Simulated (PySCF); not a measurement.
# Two-dimensional NMR puzzle

Compound of formula C₄H₅N. Correlations simulated from computed shifts and the bond graph:

HSQC (one-bond C–H):
```csv
δH,δC
8.05,156.2
7.62,156.2
4.98,50.1
2.05,86.1
```

COSY cross peaks (H two or three bonds apart, from the bond graph; peaks can be absent where the dihedral angle is near 90°):
```csv
δH,δH
8.05,7.62
```

HMBC (two and three bonds, from the bond graph):
```csv
δH,δC
8.05,50.1
7.62,50.1
4.98,"156.2, 86.1, 80.7"
2.05,"80.7, 50.1"
```

Carbons without hydrogens: δ 80.7.

[PySCF: shieldings: GIAO PBE0/pcSseg-1; GFN2-xTB structure; one averaged value for each set of equivalent atoms; no relativistic terms; one computed conformer; in vacuum]

References, each an isolated molecule treated in the same way: ¹H (σ = 31.72 ppm), ¹³C (σ = 186.93 ppm) against TMS.

Exchangeable hydrogens are left out of these lists.

Work out the connectivity.

Answers

`C#CCN=C`.

Numbering as in the mapped SMILES `[CH:1]#[C:2][CH2:3][N:4]=[CH2:5]` (H(Xn): hydrogen on atom n). Ha(C5) is cis to C3; Hb(C5) is trans to C3.

1. δC 156.2 is C5, a C=N carbon (δH 8.05, 7.62).
2. δC 86.1 is C1, a terminal alkyne carbon (δH 2.05).
3. δC 80.7 is C2, an alkyne carbon.
4. δC 50.1 is C3, a propargylic sp3 CH2 bonded to N (δH 4.98).
5. HMBC from δH 4.98 reaches the proton-free carbon C2.
6. HMBC from δH 2.05 reaches the proton-free carbon C2.
7. COSY links 8.05–7.62.

Shifts are as computed. Against solution values, carbons near 30 ppm lie about +3 ppm off and those near 130 ppm about +5 ppm. Of 1313 compounds with measured shifts, 239 miss one by over three times the rms of a fit or turn the order of signals round; such compounds aren't used in these exercises.
